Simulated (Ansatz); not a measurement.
(H3Si)2CH2 (CH8Si2): single points at one geometry.

```yaml
crystal:
  periodic: [false, false, false]
  atoms:
    - {symbol: C, position_ang: [0.022907, 0.340903, 0.703978]}
    - {symbol: Si, position_ang: [-0.931177, -1.260672, 0.373342]}
    - {symbol: Si, position_ang: [0.917192, 1.050967, -0.806224]}
    - {symbol: H, position_ang: [-1.587389, -1.773117, 1.627937]}
    - {symbol: H, position_ang: [0.001455, -2.323176, -0.144777]}
    - {symbol: H, position_ang: [-1.999308, -1.021993, -0.660582]}
    - {symbol: H, position_ang: [1.939256, 0.067744, -1.311701]}
    - {symbol: H, position_ang: [-0.067583, 1.322276, -1.912480]}
    - {symbol: H, position_ang: [1.620349, 2.338668, -0.467674]}
    - {symbol: H, position_ang: [0.769976, 0.154275, 1.505640]}
    - {symbol: H, position_ang: [-0.685678, 1.104134, 1.092550]}
basis:
  gaussian: {orbitals: def2-TZVP, initial_orbitals: start.molden}
hamiltonian: {xc: r2scan, dispersion: d4}
scf: {omitted_lower_state_checks: [starts]}
output: {orbitals: {seedname: orbitals}}
```

The file start.molden holds the orbitals of an earlier run on this structure, at another level or in another basis.

```sh
$ ansatz run in.yaml --threads 2 --pin off --events-out ev --progress --plain --max-ram 4352MiB
```

Output, abridged:

```
Functional definition: r2SCAN
1036 factors; their error is unknown
mean field evaluation 1: about -16921.2545 eV, gradient 6.4e0 eV
mean field evaluation 2: about -16921.2829 eV, gradient 3.7e-2 eV
mean field evaluation 4: about -16921.2649 eV, gradient 6.4e-5 eV
mean field -16921.26493249 eV, -621.8450166235 hartree, gradient 1.7e-5 eV, S^2 0.000000; 0 other end points of the search recorded, 0 dependent functions left out
reference -16921.26494733 eV, -621.8450171691 hartree; 21, 21 occupied and 132, 132 virtual orbitals, 1036 factors
Total energy: -16921.31713454 eV, -621.8469350135 hartree
Checks for a lower state left out: starts
```

Run time 6.5 s (2 threads of Arm Neoverse N1 on a shared host).

First input, but with `correlation: {method: mp2}` and without the key `hamiltonian` (abridged; 2.6 s):

```
Functional definition: HF
mean field -16882.65201278 eV, -620.4260179970 hartree, gradient 1.2e-6 eV, S^2 0.000000
11 core orbitals not correlated: weight in the atoms' cores, before any rotation towards them, 1.000 or more for the frozen orbitals, at most 0.000 for the correlated occupied ones
second order -11.32901385 eV of doubles, -0.00000000 eV of singles
Total energy: -16893.98102663 eV, -620.8423515770 hartree
Checks for a lower state left out: starts
```

The first input with `gaussian: {orbitals: def2-SVP, initial_orbitals: start.molden}`, `hamiltonian: {xc: pbe, dispersion: d4}` (abridged; 2 s):

```
Functional definition: PBE
mean field -16906.51942544 eV, -621.3031292345 hartree, gradient 6.4e-6 eV, S^2 0.000000
Total energy: -16906.73400611 eV, -621.3110149286 hartree
Checks for a lower state left out: starts
```

First input, but with `hamiltonian: {xc: {name: CAM-B3LYP}, dispersion: d4}` (abridged; 4 s):

```
Functional definition: CAM-B3LYP
mean field -16923.13582435 eV, -621.9137706314 hartree, gradient 8.1e-5 eV, S^2 0.000000
Total energy: -16923.32052313 eV, -621.9205581863 hartree
Checks for a lower state left out: starts
```

Geometry: PBE-D4/def2-SVP.

Correlated methods freeze 11 core orbitals. Another isomer (singlet) lies 0.07 eV lower at PBE0-D4/def2-TZVP; other spin states weren't run for this one.
